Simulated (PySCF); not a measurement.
**Electric field gradients and quadrupole coupling constants**

Compound: cyclobutyl chloride, C₄H₇Cl.
Geometry (PBE0-D3(BJ)/def2-TZVP, Å), atoms numbered from 1 in this order:
```
atom  x, y, z in Å
Cl1    0.1277   -2.5869   -0.3674
C2     0.2277   -0.8219   -0.5496
C3     0.9441   -0.0148    0.5335
C4    -0.1159    1.0839    0.3076
C5    -1.0336    0.0077   -0.3102
H6     0.6521   -0.6403   -1.5369
H7     0.8208   -0.4879    1.5087
H8     1.9961    0.2226    0.3756
H9     0.2085    1.8165   -0.4330
H10   -0.4868    1.6089    1.1873
H11   -1.6468    0.2598   -1.1752
H12   -1.6582   -0.4597    0.4525
```

Field gradients from the PBE0/pcSseg-2 density (PySCF, non-relativistic), principal values in atomic units, ordered |Vxx| ≤ |Vyy| ≤ |Vzz|:

```
atom      Vxx      Vyy     Vzz
 Cl1  -1.7461  -1.8456  3.5917
```

Question: Find the asymmetry η = (Vxx − Vyy)/Vzz and the couplings χ = eQV/h (234.96 MHz × Q in barn × V in au), with Q(35Cl) = −0.0817 b.

Answer: 
```csv
atom,environment,nucleus,η,χzz (MHz),χxx (MHz),χyy (MHz)
Cl1,alkyl chlorine,35Cl,0.03,-68.95,33.52,35.43
```

The gradient is axial or nearly so (η below 0.05) at Cl1. 

Question: What is Vzz at Cl1 in SI units (1 au = 9.71736 × 10²¹ V/m²)?

Answer: 3.5917 au = 34.902 × 10²¹ V/m².

Question: And the gradient at the other heavy atoms, for which no coupling is worked out here?

Answer: 
```
atom                environment  Vzz (au)     η
  C2            sp3 C–Cl carbon     0.452  0.10
  C3  four-membered-ring carbon    -0.087  0.73
  C4  four-membered-ring carbon    -0.079  0.30
  C5  four-membered-ring carbon    -0.087  0.73
```

Question: What couplings would deuterons (Q(2H) = 0.00286 b) have in place of the hydrogens, at this geometry?

Answer: 
```tsv
atom	bonded to	bond length (Å)	Vzz (au)	η	χzz (kHz)
H6	C2	1.090	0.2798	0.06	188
H7	C3	1.091	0.2832	0.01	190
H8	C3	1.090	0.2864	0.01	192
H9	C4	1.091	0.2854	0.01	192
H10	C4	1.089	0.2878	0.00	193
H11	C5	1.090	0.2865	0.01	193
H12	C5	1.091	0.2829	0.01	190
```

The structure is a single PBE0-D3(BJ)/def2-TZVP conformer in the gas phase; no vibrational or solvent corrections.
